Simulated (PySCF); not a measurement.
## Core-level binding energies of `NC1C=C1`

C3H5N.
Geometry (PBE0-D3(BJ)/def2-SVP, Å), atoms numbered from 1 in this order:
```
atom  x, y, z in Å
N1     1.337    0.123   -0.232
C2     0.123    0.018    0.527
C3    -1.160   -0.545   -0.015
C4    -1.097    0.753    0.110
H5     1.933   -0.688   -0.074
H6     1.133    0.155   -1.229
H7     0.348   -0.084    1.602
H8    -1.723   -1.419   -0.341
H9    -1.557    1.728   -0.044
```

The calculation used delta-SCF UKS SCAN, pcX-2 on the ionised atom, pcseg-1 elsewhere, spin-free X2C in PySCF 2.14.0. These are vertical core ionisation energies against the vacuum level, from separate self-consistent calculations with and without the core hole.

Give the core binding energies atom by atom.

```
atom(s)                 bonded to  level  binding energy (eV)  above the level's lowest (eV)  count
     N1                 C and 2 H   N 1s               404.84                           0.00      1
     C2              N, 2 C and H   C 1s               291.84                          +1.20      1
  C3/C4  C (double bond), C and H   C 1s               290.64                           0.00      2
```

The listed C 1s values span 1.20 eV, from C3/C4 (bonded to C (double bond), C and H) to C2 (bonded to N, 2 C and H).

What is the longest wavelength that can ionise C 1s of C3/C4 vertically?

λ = hc/E = 12398.42 eV Å / 290.64 eV = 42.659 Å.

Which photon energy gives electrons from C 1s of C3/C4 a kinetic energy of 50 eV, and what is their de Broglie wavelength?

hν = 290.64 + 50 = 340.64 eV, recoil neglected; λ = 12.264 Å/√(E/eV) = 1.73 Å.

Topologically equivalent atoms share the value of their first member; where this conformer doesn't relate them by symmetry, their own values could differ. One conformer (not necessarily the lowest) at the PBE0-D3(BJ)/def2-SVP geometry, without solvent, vibrations or thermal averaging.
